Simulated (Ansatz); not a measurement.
The same path of CH3NNa (6 atoms, charge 0, multiplicity 2) was run twice with different band settings. Lost on the way: C2–H6. Made: N1–H6.

These are results of UKS PBE0-D4/STO-3G (Ansatz 0.2.0), not measurements.

Relaxed end points:

```xyz
6
Properties=species:S:1:pos:R:3
N -0.767 -0.561 0.014
C 0.518 0.097 0.171
Na -1.202 1.437 0.015
H -0.730 -0.906 -1.000
H 1.371 -0.254 -0.431
H 0.810 0.187 1.230
```

```xyz
6
Properties=species:S:1:pos:R:3
N -0.364 -0.768 0.134
C 0.289 0.504 -0.282
Na -0.526 2.353 0.183
H 0.303 -1.584 0.022
H 0.800 0.239 -1.240
H -0.501 -0.744 1.183
```

Common settings: movable images 9; climbing image yes; spring 5.0 eV/Å²; optimiser quadratic models (default); start path through a guess of the saddle point; force threshold 0.03 eV/Å; end points relaxed.

| run | iteration limit |
| --- | --- |
| 1 | 60 |
| 2 | 6 |

**Question.** What does each run give, and how far can it be trusted?

**Answer.** Run 1: converged after 14 iterations, highest image 3.458 eV above the first end. Neighbouring images differ by up to 1.7 eV, so the band resolves the path poorly. A vibrational analysis at the climbing image gives one clearly imaginary mode, 2239i cm⁻¹: a first-order saddle point.
Run 2: not converged after 6 iterations, highest image 3.010 eV above the first end. The band didn't meet its force threshold, so its energies are provisional: the largest band force was still 0.88 eV/Å, and over the last iterations the top moved between 3.01 and 3.27 eV.
Limits of this set-up: minimal basis.
